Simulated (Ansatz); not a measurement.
Process, species as SMILES: F[SiH] (SiHF) + 2 [H][H] (H2) -> F (HF) + [SiH4] (SiH4)

Wanted: energy of full hydrogenation (electronic), in kcal/mol. Set-up: non-relativistic; no spin-orbit coupling; dispersion terms only where a functional's name holds one; six Cartesian d functions in 6-31G* and its kin unless marked 5d. First-principles rows: single points at B3LYP-D3(BJ) geometries (Ansatz, a quantum-chemistry and plane-wave program). The Hartree-Fock reference of F[SiH] (SiHF) is unstable towards a lower, spin-broken solution.

| species | coefficient | E at HF/6-31G* (Ansatz), Eh | E at wB97M-V/def2-TZVPD (Ansatz), Eh |
|---|---|---|---|
| F[SiH] (SiHF) | -1 | -388.93155 | -389.94533 |
| [H][H] (H2) | -2 | -1.12669 | -1.16077 |
| F (HF) | +1 | -100.00269 | -100.46200 |
| [SiH4] (SiH4) | +1 | -291.22510 | -291.84546 |

 1 Eh = 627.5095 kcal/mol.

Q: Work the quantity out at each level.

A: 
- HF/6-31G*: the sum of coefficient times E is -0.04286 Eh, or -26.90 kcal/mol. Result: -26.9 kcal/mol.
- wB97M-V/def2-TZVPD: the sum of coefficient times E is -0.04059 Eh, or -25.47 kcal/mol. Result: -25.5 kcal/mol.
